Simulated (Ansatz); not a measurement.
Input:

```yaml
crystal:
  periodic: [false, false, false]
  atoms:
    - { symbol: B, position_ang: [-0.009907, 0.005034, 0.05989] }
    - { symbol: F, position_ang: [-0.395736, 0.487756, 1.286717] }
    - { symbol: H, position_ang: [1.158131, 0.182381, -0.229229] }
    - { symbol: H, position_ang: [-0.858323, 0.048491, -0.810849] }
    - { symbol: O, position_ang: [0.014815, -1.72048, 0.361251] }
    - { symbol: H, position_ang: [-0.872836, -1.979512, 0.660075] }
    - { symbol: H, position_ang: [0.605656, -1.87727, 1.116747] }
basis:
  gaussian: { orbitals: def2-SVP }
hamiltonian:
  xc: b3lyp
  dispersion: d4
neb:
  order_check: false
  images: 7
  f_tol: 0.05
  max_iterations: 60
  max_displacement: 0.02
  optimiser: fire
  final_atoms:
    - { symbol: B, position_ang: [-0.15393761, -0.31789025, -0.56911389] }
    - { symbol: F, position_ang: [0.88413044, -0.5274193, 2.56080867] }
    - { symbol: H, position_ang: [0.56758362, 0.59064166, -0.25989196] }
    - { symbol: H, position_ang: [-0.65952986, -0.42765954, -1.66010863] }
    - { symbol: O, position_ang: [-0.39611089, -1.25989885, 0.3805156] }
    - { symbol: H, position_ang: [-0.97947445, -1.98148822, 0.10932578] }
    - { symbol: H, position_ang: [0.37913875, -0.9298855, 1.88306643] }
  initial_path:
    images:
      - { positions_ang: [[-0.009907, 0.005034, 0.05989], [-0.395736, 0.487756, 1.286717], [1.158131, 0.182381, -0.229229], [-0.858323, 0.048491, -0.810849], [0.014815, -1.72048, 0.361251], [-0.872836, -1.979512, 0.660075], [0.605656, -1.87727, 1.116747]] }
      - { positions_ang: [[0.00313571, -1.973e-05, 0.03980226], [-0.29796151, 0.37601561, 1.37702314], [1.14058139, 0.11616154, -0.31801588], [-0.8862382, 0.03943033, -0.76948851], [0.01672332, -1.69510224, 0.41406471], [-0.78796624, -2.03417229, 0.48493698], [0.45352553, -1.65591322, 1.2162793]] }
      - { positions_ang: [[0.01617842, -0.00507347, 0.01971453], [-0.20018702, 0.26427523, 1.46732929], [1.12303177, 0.04994208, -0.40680276], [-0.91415339, 0.03036966, -0.72812803], [0.01863164, -1.66972449, 0.46687842], [-0.70309649, -2.08883257, 0.30979896], [0.30139507, -1.43455644, 1.3158116]] }
      - { positions_ang: [[0.02922112, -0.0101272, -0.00037321], [-0.10241252, 0.15253484, 1.55763543], [1.10548216, -0.01627738, -0.49558964], [-0.94206859, 0.02130899, -0.68676754], [0.02053996, -1.64434673, 0.51969212], [-0.61822673, -2.14349286, 0.13466093], [0.1492646, -1.21319967, 1.4153439]] }
      - { positions_ang: [[0.04226383, -0.01518093, -0.02046095], [-0.00463803, 0.04079445, 1.64794157], [1.08793254, -0.08249684, -0.58437651], [-0.96998379, 0.01224832, -0.64540706], [0.02244829, -1.61896897, 0.57250583], [-0.53335697, -2.19815315, -0.04047709], [-0.00286587, -0.99184289, 1.5148762]] }
      - { positions_ang: [[-0.00678653, -0.09085826, -0.15762418], [0.21755409, -0.10125899, 1.87615835], [0.95784531, 0.08578779, -0.50325538], [-0.89237031, -0.09772864, -0.89908245], [-0.08219151, -1.52920144, 0.52450827], [-0.64488634, -2.14398691, -0.00302637], [0.09263529, -0.97635354, 1.60692376]] }
      - { positions_ang: [[-0.05583689, -0.16653559, -0.29478742], [0.4397462, -0.24331242, 2.10437512], [0.82775808, 0.25407241, -0.42213424], [-0.81475683, -0.20770561, -1.15275784], [-0.1868313, -1.43943391, 0.47651072], [-0.75641571, -2.08982068, 0.03442435], [0.18813644, -0.96086419, 1.69897131]] }
      - { positions_ang: [[-0.10488725, -0.24221292, -0.43195065], [0.66193832, -0.38536586, 2.33259189], [0.69767085, 0.42235704, -0.3410131], [-0.73714334, -0.31768258, -1.40643324], [-0.29147109, -1.34966638, 0.42851316], [-0.86794508, -2.03565445, 0.07187506], [0.28363759, -0.94537485, 1.79101887]] }
      - { positions_ang: [[-0.15393761, -0.31789025, -0.56911389], [0.88413044, -0.5274193, 2.56080867], [0.56758362, 0.59064166, -0.25989196], [-0.65952986, -0.42765954, -1.66010863], [-0.39611089, -1.25989885, 0.3805156], [-0.97947445, -1.98148822, 0.10932578], [0.37913875, -0.9298855, 1.88306643]] }
```

Run as:

```bash
$ ansatz run input.yaml --threads 1 --pin off --max-ram 2048MiB --backend cpu --events-out ev --progress --plain --runs-dir out
```

Hardware: 1 thread of Arm Neoverse V2 (shared host).

**Question.** Roughly how long does this run take, and how much memory?

**Answer.** 6.8 min, with a peak of 0.12 GiB, for 57 band iterations.
